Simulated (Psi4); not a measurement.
# BNH3F (SMILES NBF): CCSD(T)/def2-TZVP

What is the energy change on altering one bond length of BNH3F at CCSD(T)/def2-TZVP? 

The calculation is run with Psi4 1.11.

### 1 The molecule

BNH3F has 6 atoms, charge 0, and is taken as a singlet. SMILES: `NBF`. Geometry: relaxed at PBE0-D4/def2-TZVP.

Bond lengths: N1–B2 1.389 Å, B2–F3 1.337 Å, N1–H4 1.004 Å, N1–H5 1.006 Å, B2–H6 1.196 Å. Angles: N1–B2–F3 119.2°, N1–B2–H6 121.8°, F3–B2–H6 119.0°, B2–N1–H4 122.4°, B2–N1–H5 122.9°, H4–N1–H5 114.6°.

### 2 A single-point energy at CCSD(T)/def2-TZVP

Contents of input.json:

```json
{
 "schema_name": "qcschema_input",
 "schema_version": 1,
 "molecule": {
  "schema_name": "qcschema_molecule",
  "schema_version": 2,
  "symbols": ["N", "B", "F", "H", "H", "H"],
  "geometry": [-0.80577922, 0.19105131, -1.10000958, 0.78555915, -0.28667145, 0.93314676, 0.84414066, 1.34246144, 2.86463583, -0.9218084, -0.96999642, -2.59534986, -1.9313001, 1.72097358, -1.19468486, 2.10836744, -2.11876093, 1.00495635],
  "molecular_charge": 0,
  "molecular_multiplicity": 1,
  "fix_symmetry": "c1",
  "fix_com": true,
  "fix_orientation": true
 },
 "driver": "energy",
 "model": {
  "method": "ccsd(t)",
  "basis": "def2-TZVP"
 },
 "keywords": {
  "puream": true,
  "e_convergence": 1e-09,
  "d_convergence": 1e-08,
  "scf_type": "pk",
  "num_frozen_docc": 3
 }
}
```

Run with:

```console
$ psi4 --qcschema input.json -n 1 --memory 1600MB
```

stdout:

```text
[...]
  Running in c1 symmetry.
[...]
  Nuclear repulsion =   65.180622408729860
[...]
  Multiplicity = 1
[...]
  Nalpha       = 12
  Nbeta        = 12
[...]
    Number of basis functions: 111
[...]
   @RHF iter   1:  -180.40398378831847   -8.60180e-01   4.50296e-03 DIIS/ADIIS
[...]
   @RHF iter  10:  -180.50493286208871   -5.88045e-11   9.55838e-09 DIIS
[...]
    Orbital Energies [Eh]
    ---------------------
    Doubly Occupied:
       1A    -26.276687     2A    -15.557719     3A     -7.641939
       4A     -1.589468     5A     -1.170827     6A     -0.770262
       7A     -0.710187     8A     -0.687318     9A     -0.656238
      10A     -0.631554    11A     -0.511119    12A     -0.445186
[...]
  @RHF Final Energy:  -180.50493286208871
   => Energetics <=
    Nuclear Repulsion Energy =             65.1806224087298602
    One-Electron Energy =                -378.0741035329572242
    Two-Electron Energy =                 132.3885482621386700
    Total Energy =                       -180.5049328620887081
[...]
 Multipole Moments:
 ------------------------------------------------------------------------------------
     Multipole            Electronic (a.u.)      Nuclear  (a.u.)        Total (a.u.)
 ------------------------------------------------------------------------------------
 L = 1.  Multiply by 2.5417464519 to convert [e a0] to [Debye]
 Dipole X            :         -5.5393558            5.1398661           -0.3994898
 Dipole Y            :        -10.7949617           10.6183711           -0.1765906
 Dipole Z            :        -20.8068355           19.9623108           -0.8445246
 Magnitude           :                                                    0.9507882
[...]
      * MP2 total energy                      = -181.061304196108125
[...]
      * CCSD total energy                     = -181.079028817742937
[...]
      * CCSD(T) total energy                  = -181.097266295603589
[...]
```

The result, in JSON:

```text
{
 "driver": "energy",
 "model": {
  "method": "ccsd(t)",
  "basis": "def2-TZVP"
 },
 "success": true,
 "return_result": -181.0972662956036,
 "properties": {
  "calcinfo_nbasis": 111,
  "calcinfo_nmo": 111,
  "calcinfo_nalpha": 12,
  "calcinfo_nbeta": 12,
  "calcinfo_natom": 6,
  "nuclear_repulsion_energy": 65.18062240872986,
  "return_energy": -181.0972662956036,
  "scf_one_electron_energy": -378.0741035329572,
  "scf_two_electron_energy": 132.38854826213867,
  "scf_dipole_moment": [-0.39948975534096665, -0.17659060872108334, -0.8445246367855681],
  "scf_total_energy": -180.5049328620887,
  "scf_iterations": 10,
  "mp2_same_spin_correlation_energy": -0.13667788000867698,
  "mp2_opposite_spin_correlation_energy": -0.4196934540098757,
  "mp2_singles_energy": -1.2875956379610654e-26,
  "mp2_doubles_energy": -0.5563713340185527,
  "mp2_correlation_energy": -0.5563713340185527,
  "mp2_total_energy": -181.06130419610813,
  "ccsd_same_spin_correlation_energy": -0.12406201932673666,
  "ccsd_opposite_spin_correlation_energy": -0.45003393632663446,
  "ccsd_singles_energy": 0.0,
  "ccsd_doubles_energy": -0.5740959556533711,
  "ccsd_correlation_energy": -0.5740959556533713,
  "ccsd_total_energy": -181.07902881774294,
  "ccsd_iterations": 15,
  "ccsd_prt_pr_correlation_energy": -0.5923334335140198,
  "ccsd_prt_pr_total_energy": -181.0972662956036
 }
}
```

Run time: 73 s. Hardware: 1 thread of Intel Xeon 6975P-C (Granite Rapids), shared host; peak memory 1.6 GiB.

### 3 The distorted shape

Contents of calc.py:

```python
import psi4

psi4.set_memory('1600 MB')
psi4.set_num_threads(1)
psi4.core.set_output_file('run.log', False)

mol = psi4.geometry("""
0 1
N     -0.435699    -0.157510    -0.888707
B      0.406401    -0.410310     0.187193
F      0.446700     0.710400     1.515900
H     -0.497099    -0.771910    -1.680007
H     -1.031299     0.652090    -0.938807
H      1.106401    -1.379810     0.225193
symmetry c1
no_reorient
no_com
""")

psi4.set_options({
    'basis': 'def2-TZVP',
    'puream': True,
    'e_convergence': 1e-09,
    'd_convergence': 1e-08,
    'scf_type': 'pk',
    'num_frozen_docc': 3,
})

energy_value, wavefunction = psi4.energy('ccsd(t)', return_wfn=True)
print('E =', round(energy_value, 9))
for k, v in sorted(psi4.core.scalar_variables().items()):
    print(f'{k:45s} {v:18.10f}')
```

Run with:

```console
$ python calc.py
```

run.log:

```text
[...]
  Running in c1 symmetry.
[...]
  Nuclear repulsion =   58.609131332509868
[...]
  Multiplicity = 1
[...]
  Nalpha       = 12
  Nbeta        = 12
[...]
    Number of basis functions: 111
[...]
   @RHF iter   1:  -180.31937821600110   -1.13598e+00   4.81864e-03 DIIS/ADIIS
[...]
   @RHF iter  11:  -180.43622864826347   -9.77707e-12   5.96759e-09 DIIS
[...]
    Orbital Energies [Eh]
    ---------------------
    Doubly Occupied:
       1A    -26.216916     2A    -15.593730     3A     -7.702525
       4A     -1.464289     5A     -1.201590     6A     -0.750657
       7A     -0.721286     8A     -0.613024     9A     -0.564951
      10A     -0.564111    11A     -0.534044    12A     -0.476492
[...]
  @RHF Final Energy:  -180.43622864826347
   => Energetics <=
    Nuclear Repulsion Energy =             58.6091313325098682
    One-Electron Energy =                -365.2834913889113295
    Two-Electron Energy =                 126.2381314081379742
    Total Energy =                       -180.4362286482634659
[...]
 Multipole Moments:
 ------------------------------------------------------------------------------------
     Multipole            Electronic (a.u.)      Nuclear  (a.u.)        Total (a.u.)
 ------------------------------------------------------------------------------------
 L = 1.  Multiply by 2.5417464519 to convert [e a0] to [Debye]
 Dipole X            :         -5.3667557            4.8762776           -0.4904781
 Dipole Y            :         -3.9852149            3.2878400           -0.6973749
 Dipole Z            :        -12.8500276           11.2712620           -1.5787656
 Magnitude           :                                                    1.7942690
[...]
      * MP2 total energy                      = -181.003417690987447
[...]
      * CCSD total energy                     = -181.018572878650048
[...]
      * CCSD(T) total energy                  = -181.038953336450220
```

The script printed:

```text
E = -181.038953336
(T) CORRECTION ENERGY                              -0.0203804578
CC D1 DIAGNOSTIC                                    0.0457377473
CC D2 DIAGNOSTIC                                    0.1465767850
CC NEW D1 DIAGNOSTIC                                0.0457377473
CC T1 DIAGNOSTIC                                    0.0153266624
CCSD CORRELATION ENERGY                            -0.5823442304
CCSD DOUBLES ENERGY                                -0.5823442304
CCSD ITERATIONS                                    17.0000000000
CCSD OPPOSITE-SPIN CORRELATION ENERGY              -0.4587376268
CCSD SAME-SPIN CORRELATION ENERGY                  -0.1236066036
CCSD SINGLES ENERGY                                 0.0000000000
CCSD TOTAL ENERGY                                -181.0185728787
CCSD(T) CORRELATION ENERGY                         -0.6027246882
CCSD(T) TOTAL ENERGY                             -181.0389533365
CURRENT CORRELATION ENERGY                         -0.6027246882
CURRENT ENERGY                                   -181.0389533365
CURRENT REFERENCE ENERGY                         -180.4362286483
DD SOLVATION ENERGY                                 0.0000000000
HF KINETIC ENERGY                                 179.8825360369
HF POTENTIAL ENERGY                              -360.3187646852
HF TOTAL ENERGY                                  -180.4362286483
HF VIRIAL RATIO                                     2.0030780787
MP2 CORRELATION ENERGY                             -0.5671890427
MP2 DOUBLES ENERGY                                 -0.5671890427
MP2 OPPOSITE-SPIN CORRELATION ENERGY               -0.4285411645
MP2 SAME-SPIN CORRELATION ENERGY                   -0.1386478782
MP2 SINGLES ENERGY                                 -0.0000000000
MP2 TOTAL ENERGY                                 -181.0034176910
NUCLEAR REPULSION ENERGY                           58.6091313325
ONE-ELECTRON ENERGY                              -365.2834913889
PCM POLARIZATION ENERGY                             0.0000000000
PE ENERGY                                           0.0000000000
SCF ITERATION ENERGY                             -180.4362286483
SCF ITERATIONS                                     11.0000000000
SCF TOTAL ENERGY                                 -180.4362286483
TWO-ELECTRON ENERGY                               126.2381314081
```

Run time: 71 s. Hardware: 1 thread of Intel Xeon 6975P-C (Granite Rapids), shared host; peak memory 1.6 GiB.

### 4 What came out

Level: CCSD(T)/def2-TZVP, 3 core orbitals frozen.

| quantity | value |
| --- | --- |
| first shape: total energy | -181.09727 Eh |
| first shape: HOMO energy (Hartree–Fock orbitals) | -12.11 eV |
| first shape: LUMO energy (Hartree–Fock orbitals) | 3.36 eV |
| first shape: HOMO–LUMO gap (Hartree–Fock orbitals) | 15.47 eV |
| first shape: correlation energy (3 core orbitals frozen) | -592.3 mEh |
| first shape: (T) correction | -18.24 mEh |
| first shape: T1 diagnostic | 0.012 |
| distorted shape: total energy | -181.03895 Eh |
| distorted shape: HOMO energy (Hartree–Fock orbitals) | -12.97 eV |
| distorted shape: LUMO energy (Hartree–Fock orbitals) | 2.96 eV |
| distorted shape: HOMO–LUMO gap (Hartree–Fock orbitals) | 15.93 eV |
| distorted shape: correlation energy (3 core orbitals frozen) | -602.7 mEh |
| distorted shape: (T) correction | -20.38 mEh |
| distorted shape: T1 diagnostic | 0.015 |
| energy change with the B2–F3 bond stretched from 1.337 to 1.739 Å | 1.587 eV |

In words: With the B2–F3 bond stretched from 1.337 to 1.739 Å the energy rises by 1.59 eV (37 kcal/mol). The first shape isn't relaxed at this level, so the change isn't measured from a minimum. The triples (first shape) make up 3.1 % of the correlation energy. The triples (distorted shape) make up 3.4 % of the correlation energy.
